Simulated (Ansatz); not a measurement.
# CO (singlet): wave-function methods side by side, cc-pVTZ

Aim: climb from Hartree-Fock through coupled cluster and multireference methods for CO (singlet) at one geometry and basis, and see what each rung misses.

Program: Ansatz 0.2.0, Gaussian basis. Level of theory: cc-pVTZ, core rule «outside noble gas», up to 2 orbitals frozen. These are calculated values, not measurements.

The runs, in order: UHF; CCSD(T) on RHF; BCCD(T) on RHF; CISD; CCSDT(Q) on RHF; CASSCF and MRCISD+Q, 10 electrons in 8 orbitals; CASSCF and NEVPT2, 10 electrons in 8 orbitals.

17 further runs of the same task are left out: 5 that didn't finish, 12 set aside as unsound or not needed. Runs told in other sessions of the task aren't counted.

**1. What is computed**

The geometry is a PBE0/def2-TZVP stationary point (not a proven minimum) of the parent state, kept for this charge and spin.

2 atoms, charge 0, spin multiplicity 1.

Atoms are counted from 1 here; the program's logs count them from 0.

Bond lengths: O1–C2 1.196 Å.

**2. UHF**

Contents of in.yaml:

```yaml
crystal:
  periodic: [false, false, false]
  atoms:
    - {symbol: O, position_ang: [0.000000, 0.000000, 0.000000]}
    - {symbol: C, position_ang: [0.000000, 0.000000, 1.195530]}
basis:
  gaussian: {orbitals: cc-pVTZ}
magnetization: {spin_polarized: true, initial_magnetization: 0}
hamiltonian: {xc: hf}
output: {orbitals: {seedname: orbitals}}
```

Started as:

```console
$ ansatz run in.yaml --threads 1 --pin off --events-out ev --progress --plain --max-ram 2393MiB
```

The runs that follow: CCSD(T) on RHF; BCCD(T) on RHF; CISD; CCSDT(Q) on RHF; CASSCF and MRCISD+Q, 10 electrons in 8 orbitals; CASSCF and NEVPT2, 10 electrons in 8 orbitals.

Q: Predict the results of all the runs planned. Wanted: RCCSDT(Q) from the RHF energy; RMP2 from RCCSDT(Q); RCCSD from RCCSDT(Q); RCCSD(T) from RCCSDT(Q); NEVPT2 valence from RCCSDT(Q); MRCISD+Q valence from RCCSDT(Q); T1 diagnostic; effectively unpaired electrons.

As calculated:

| quantity | value |
| --- | --- |
| RCCSDT(Q) from the RHF energy | -10.5338 eV |
| RMP2 from RCCSDT(Q) | +54.3 kJ/mol |
| RCCSD from RCCSDT(Q) | +54.2 kJ/mol |
| RCCSD(T) from RCCSDT(Q) | +4.0 kJ/mol |
| NEVPT2 valence from RCCSDT(Q) | +115.6 kJ/mol |
| MRCISD+Q valence from RCCSDT(Q) | +7.8 kJ/mol |
| levels within 1 kcal/mol (43 meV) | RCCSD(T), BCCD(T), RCCSDT |
| T1 diagnostic | 0.023 |
| effectively unpaired electrons | 0.05 |

In words: RCCSD(T) misses by +4.0 kJ/mol, 0.4 % of the correlation energy. One determinant dominates. Of the multireference levels listed MRCISD+Q valence comes nearest in total energy (+7.8 kJ/mol), which doesn't show that its space is the better one. These misses are within one basis, not against nature.
